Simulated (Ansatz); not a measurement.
Molecule (SMILES): [C-]#[NH+] (C-NH).
Geometry (B3LYP-D3(BJ)/def2-TZVP, fixed):
```
N
C 1 1.1640
H 1 0.9974 2 180.00
```
Charge 0, spin multiplicity 1.

Basis-set convergence of the dipole moment at HF with Ansatz (a quantum-chemistry and plane-wave program). Dipoles come from the density behind the forces; the sign is taken along the dipole that this method gives in the largest set. Cartesian d functions, on some or all atoms, in 6-31G*, 6-31+G*; all else is spherical. The program fits the integrals of some runs and decomposes those of others, by size. No added dispersion term, no relativity. Reference: the value in aug-pcseg-3, 2.900 D, itself unsure by roughly 0.002 D (its mean distance from aug-cc-pVQZ, def2-QZVPPD). Deviations are taken from unrounded values.

```
basis        functions  dipole moment (D)
-----------  ---------  -----------------
6-31G*              32              2.818
6-31+G*             40              2.903
cc-pVDZ             33              2.909
aug-cc-pVDZ         55              2.926
def2-SVP            33              2.968
def2-SVPD           48              2.955
pcseg-1             33              2.751
aug-pcseg-1         55              2.903
6-311G**            42              2.911
6-311+G**           50              2.901
def2-TZVP           68              2.934
def2-TZVPD          83              2.904
cc-pVTZ             74              2.917
aug-cc-pVTZ        115              2.902
pcseg-2             74              2.896
aug-pcseg-2        115              2.900
def2-TZVPP          76              2.918
def2-TZVPPD         91              2.904
cc-pVQZ            140              2.903
aug-cc-pVQZ        206              2.898
def2-QZVPP         144              2.898
def2-QZVPPD        159              2.899
pcseg-3            153              2.898
aug-pcseg-3        219              2.900
```

What the diffuse functions change, pair by pair:
- 6-31G* to 6-31+G*: 8 more functions, deviation -0.082 to 0.003 D
- cc-pVDZ to aug-cc-pVDZ: 22 more functions, deviation 0.009 to 0.026 D
- def2-SVP to def2-SVPD: 15 more functions, deviation 0.068 to 0.055 D
- pcseg-1 to aug-pcseg-1: 22 more functions, deviation -0.149 to 0.003 D
- 6-311G** to 6-311+G**: 8 more functions, deviation 0.011 to 0.001 D
- def2-TZVP to def2-TZVPD: 15 more functions, deviation 0.034 to 0.004 D
- cc-pVTZ to aug-cc-pVTZ: 41 more functions, deviation 0.017 to 0.002 D
- pcseg-2 to aug-pcseg-2: 41 more functions, deviation -0.004 to 0.000 D
- def2-TZVPP to def2-TZVPPD: 15 more functions, deviation 0.018 to 0.004 D
- cc-pVQZ to aug-cc-pVQZ: 66 more functions, deviation 0.004 to -0.002 D
- def2-QZVPP to def2-QZVPPD: 15 more functions, deviation -0.002 to -0.001 D
- pcseg-3 to aug-pcseg-3: 66 more functions, deviation -0.002 to 0.000 D

Leaving out the reference's own pair, they bring the value nearer the reference by more than 0.002 D in 8 of 11 pairs.
